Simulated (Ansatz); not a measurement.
Job for Ansatz (a first-principles code): R-wB97X-V/def2-TZVPPD on H2O (SMILES O). Files ending in .json are basis or fitting sets from the Basis Set Exchange.

Ansatz 0.2 input:
```yaml
crystal:
  periodic: [false, false, false]
  atoms:
    - {symbol: O, position_ang: [0.00000000, 0.00000000, -0.06555155]}
    - {symbol: H, position_ang: [0.00000000, -0.75670946, 0.52017534]}
    - {symbol: H, position_ang: [0.00000000, 0.75670946, 0.52017534]}
basis:
  gaussian:
    orbitals: def2-TZVPPD.json
hamiltonian:
  xc: {name: wB97X-V}
scf: {lower_state_search: off}
```

The head of its log:

```
Functional definition: wB97X-V
[...]
these checks for a lower state are left out or cut short: stability, starts, cluster_reference, orbital_swaps, neighbouring_geometries, increment
integrals: 0.01 GiB planned
302 factors; their error is unknown
integrals: 0.04 GiB planned
104 factors; integrals over basis functions are off by at most 2.9e-5 eV
mean field: 0.16 GiB planned
mean field evaluation 1: about -2076.8856 eV, gradient 4.4e1 eV
mean field evaluation 2: about -2076.4121 eV, gradient 4.8e1 eV
```

Problem. What total energy does the run end on?

Solution. -76.4371 hartree.
